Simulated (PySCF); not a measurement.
**FCI/STO-3G run of CH4Si (SMILES C[SiH])**

Aim: the vertical singlet–triplet gap of CH4Si at FCI/STO-3G, from 2 runs. Input form: a Python script.

The calculation is run with PySCF 2.14.0.

5 further runs of the same task are left out: 5 set aside as unsound or not needed.

## Step 1: The system as given

CH4Si: 6 atoms, total charge 0, spin state singlet. SMILES: `C[SiH]`. Geometry: relaxed at PBE0-D4/def2-TZVP.

Bond lengths: C1–Si2 1.892 Å, C1–H3 1.098 Å, C1–H4 1.091 Å, C1–H5 1.098 Å, Si2–H6 1.531 Å. Angles: C1–Si2–H6 94.2°, Si2–C1–H3 109.7°, Si2–C1–H4 113.8°, Si2–C1–H5 109.5°, H3–C1–H4 109.0°, H3–C1–H5 105.5°, H4–C1–H5 109.0°.

## Step 2: The energy at FCI/STO-3G

input.xyz

```xyz
6
CH4Si
C     -0.093500    -0.366000    -0.370300
Si     0.917300     0.209800     1.122300
H     -1.156900    -0.410100    -0.102200
H      0.215000    -1.335600    -0.763000
H     -0.024000     0.382000    -1.170800
H      0.142200     1.520000     1.284000
```

calc.py

```python
# C[SiH]
from pyscf import gto, mcscf
from pyscf import fci

mol = gto.M(
    atom='input.xyz',
    charge=0,
    basis='sto-3g',
    max_memory=1860,
    verbose=3,
)

hf = mol.RHF()
hf.conv_tol = 1e-10
hf.kernel()
if not hf.converged:
    hf = hf.newton().run(hf.mo_coeff, hf.mo_occ)

cas = mcscf.CASCI(hf, hf.mo_coeff.shape[-1] - 6, (mol.nelec[0] - 6, mol.nelec[1] - 6))  # full CI above the frozen core
cas.fcisolver = fci.direct_spin0.FCI(mol)  # even spin states alone
cas.kernel()
print('<S^2> = %.4f' % cas.fcisolver.spin_square(cas.ci, cas.ncas, cas.nelecas)[0])
e_final = cas.e_tot
print('Final energy', e_final)
```

Command:

```sh
$ OMP_NUM_THREADS=1 python calc.py
```

The log of the run:

```text
converged SCF energy = -325.263608741287
CASCI E = -325.382516431013  E(CI) = -27.8733385289232  S^2 = 0.0000000
<S^2> = 0.0000
Final energy -325.3825164310134
```

It took 9.3 s on 1 thread of Arm Neoverse V1, shared host; peak memory 0.3 GiB.

## Step 3: The triplet

start.xyz

```xyz
6

C     -0.093500    -0.366000    -0.370300
Si     0.917300     0.209800     1.122300
H     -1.156900    -0.410100    -0.102200
H      0.215000    -1.335600    -0.763000
H     -0.024000     0.382000    -1.170800
H      0.142200     1.520000     1.284000
```

input.py

```python
from pyscf import gto, scf, mcscf

molecule = gto.M(
    atom='start.xyz',
    spin=2,
    max_memory=1860,
    basis='sto-3g',
    verbose=3,
)

mf = scf.ROHF(molecule)
mf.conv_tol = 1e-10
mf.kernel()
if not mf.converged:
    mf = mf.newton().run(mf.mo_coeff, mf.mo_occ)

cas = mcscf.CASCI(mf, mf.mo_coeff.shape[-1] - 6, (molecule.nelec[0] - 6, molecule.nelec[1] - 6))  # full CI above the frozen core
cas.fix_spin_(ss=2.0)
cas.kernel()
e_tot = cas.e_tot
print('Final energy', e_tot)
```

Command:

```sh
$ OMP_NUM_THREADS=1 python input.py
```

The log of the run:

```text
converged SCF energy = -325.216576446806
CASCI E = -325.324205692827  E(CI) = -27.8165651120180  S^2 = 2.0000000
Final energy -325.3242056928274
```

Run time: 11 s. Hardware: 1 thread of Arm Neoverse V1, shared host; peak memory 0.23 GiB.

## Step 4: What came out

At FCI/STO-3G, 6 core orbitals frozen:

| quantity | value |
| --- | --- |
| singlet: total energy | -325.38252 Eh |
| singlet: dipole moment (Hartree–Fock density) | 0.15 D |
| singlet: HOMO energy (Hartree–Fock orbitals) | -6.03 eV |
| singlet: LUMO energy (Hartree–Fock orbitals) | 6.15 eV |
| singlet: HOMO–LUMO gap (Hartree–Fock orbitals) | 12.19 eV |
| singlet: correlation energy (6 core orbitals frozen) | -118.9 mEh |
| triplet: total energy | -325.32421 Eh |
| triplet: dipole moment (Hartree–Fock density) | 1.68 D |
| triplet: correlation energy (6 core orbitals frozen) | -107.6 mEh |
| vertical energy of the triplet above the singlet | 1.587 eV |

What this shows: At this shape the triplet lies 1.59 eV (153 kJ/mol) above the singlet. In a minimal basis such a difference can be off by several eV, whatever the method. Mulliken charges (singlet) of the mean-field density run from -0.39 on C1 to +0.51 on Si2; they depend strongly on the basis.
